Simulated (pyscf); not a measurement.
Ga–AsH₂ [singlet] + silane (SiH₄) -> H₃Si–GaH–AsH₂, an insertion (singlet surface; H–Si broken, Ga–Si, Ga–H formed). Structures and frequencies: ωB97X-D3(BJ)/def2-SVP in PySCF. Energies in kcal/mol from the separated reactants.

Small-basis levels: PySCF, no dispersion term, spherical d functions. AM1 to PM7: differences of heats of formation from MOPAC, which are fitted to 298 K values and so differ in kind from electronic energies by zero-point and thermal terms. Cost: rough CPU time at the saddle relative to B3LYP/6-31G*+LANL2DZ, from one job on a shared machine.

```csv
level,barrier,reaction energy,cost
HF/STO-3G,13.9,-73.6,1
HF/3-21G,38.4,-21.4,0.2
HF/6-31G*+LANL2DZ,42.5,-9.5,0.1
MP2/6-31G*+LANL2DZ,31.5,-13.2,0.1
BP86/6-31G*+LANL2DZ,20.2,-15.7,1
PBE/6-31G*+LANL2DZ,[?],-17.7,1
B3LYP/3-21G,19.8,-26.7,2
B3LYP/6-31G*+LANL2DZ,26.8,-13.7,1
M06-2X/6-31G*+LANL2DZ,25.7,-15.8,2
B3LYP/6-311+G**+LANL2DZ,26.4,-13.8,2
PBE/def2-SVP,[?],-15.7,3
AM1,3.1,+22.5,under 0.02
ωB97M-D3(BJ)/def2-TZVP,[?],-12.8,–
```

Problem. Complete the blanks.

Solution. 
- PBE/6-31G*+LANL2DZ, barrier: 17.5
- PBE/def2-SVP, barrier: 16.0
- ωB97M-D3(BJ)/def2-TZVP, barrier: 24.2

Against the last row the barrier runs from -21.2 (AM1) to +18.3 kcal/mol (HF/6-31G*+LANL2DZ). At AM1 this geometry lies under one side, so the entry may be no barrier of that level: it is a single point on another level's saddle. ωB97M-D3(BJ)/def2-TZVP has limits of its own. On the reactant side the descent ends in a complex (not fully relaxed), 6.1 kcal/mol under the separated species and 26.0 kcal/mol under the saddle at ωB97X-D3(BJ)/def2-TZVP. At ωB97X-D3(BJ)/def2-TZVP the barrier from the zero used here is 19.9 kcal/mol. This is the saddle that the search found; another between the same sides may lie lower. In the def2 sets elements up to Kr have no core potential.
